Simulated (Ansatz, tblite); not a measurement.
# The cluster Tl₂I+: a ladder of methods and basis sets

An exercise on one series of results from a longer session: the logs are not shown, and one member is left open.

The runs use Ansatz 0.2.0, Gaussian basis; as each input shows.

The runs, in order: GFN1-xTB, GFN2-xTB, PBE-D4/def2-TZVP, r2SCAN-D4/def2-TZVP, LDA/def2-TZVP, ωB97M-V/def2-TZVP, BLYP-D4/def2-TZVP, HSE06-D4/def2-TZVP, BHLYP-D4/def2-TZVP, PBE-D4/def2-SVP, PBE0-D4/def2-SVP, CCSD(T)/def2-TZVPP, MP2/def2-TZVP, RPA/def2-TZVP.

### The relaxed structure

The singlet was relaxed beforehand with PBE0-D4/def2-SVP. At that level it is the lowest of the isomers that a small search found.

3 atoms, charge 1, spin multiplicity 1.

Bond lengths: Tl1–I3 3.085 Å, Tl2–I3 3.085 Å. Angles: Tl1–I3–Tl2 146.5°.

I, Tl take a core potential in the def2 sets. No spin-orbit coupling is included. The ion is computed in the gas phase, without counter-ions or solvent.

PBE0-D4/def2-TZVP was run before; its log isn't repeated, and its numbers join the tables.

Set-up of the first run:

Tight binding, by tblite at 300 K electronic temperature and without a spin-polarisation term:

```python
tblite.interface.Calculator('GFN1-xTB', numbers, positions, charge=1, uhf=0).singlepoint()
```

Tight binding, by tblite at 300 K electronic temperature and without a spin-polarisation term:

```python
tblite.interface.Calculator('GFN2-xTB', numbers, positions, charge=1, uhf=0).singlepoint()
```

start.molden holds the orbitals of an earlier run on this state, given as this run's starting guess.

The input, in.yaml:

```yaml
crystal:
  periodic: [false, false, false]
  atoms:
    - {symbol: Tl, position_ang: [-0.124954, 0.564526, -2.911515]}
    - {symbol: Tl, position_ang: [0.644642, -0.280312, 2.883952]}
    - {symbol: I, position_ang: [-0.519687, -0.284223, 0.027563]}
basis:
  gaussian: {orbitals: def2-TZVP, initial_orbitals: start.molden}
total_charge: 1
hamiltonian: {xc: pbe, dispersion: d4}
scf: {omitted_lower_state_checks: [starts]}
output: {orbitals: {seedname: orbitals}}
```

On the command line:

```console
ansatz run in.yaml --threads 4 --pin off --events-out ev --progress --plain --max-ram 3916MiB
```

Among the steps run: PBE-D4/def2-TZVP; r2SCAN-D4/def2-TZVP; LDA/def2-TZVP; ωB97M-V/def2-TZVP; BLYP-D4/def2-TZVP; HSE06-D4/def2-TZVP; BHLYP-D4/def2-TZVP; PBE-D4/def2-SVP; PBE0-D4/def2-SVP; CCSD(T)/def2-TZVPP; MP2/def2-TZVP; RPA/def2-TZVP.

One table of the session follows, with a row left open; its other results are not shown here.

It belongs to the step «Levels side by side». 

| level | HOMO (eV) | LUMO (eV) | gap (eV) |
| --- | --- | --- | --- |
| LDA/def2-TZVP | -10.21 | -6.75 | 3.47 |
| PBE-D4/def2-SVP | -9.95 | -6.44 | 3.51 |
| PBE-D4/def2-TZVP | -9.99 | -6.46 | 3.53 |
| BLYP-D4/def2-TZVP | -9.83 | -6.46 | 3.37 |
| r2SCAN-D4/def2-TZVP | -10.23 | -6.16 | 4.06 |
| PBE0-D4/def2-SVP | -10.96 | -5.73 | 5.23 |
| PBE0-D4/def2-TZVP | -10.99 | -5.74 | 5.25 |
| HSE06-D4/def2-TZVP | -10.60 | -6.10 | 4.51 |
| BHLYP-D4/def2-TZVP | -11.85 | -5.11 | 6.74 |
| ωB97M-V/def2-TZVP | ? | ? | ? |

Q: Estimate the row for ωB97M-V/def2-TZVP from the others.

The run gave: HOMO (eV): -12.91; LUMO (eV): -4.14; gap (eV): 8.77. In the column «HOMO (eV)» it is the lowest.
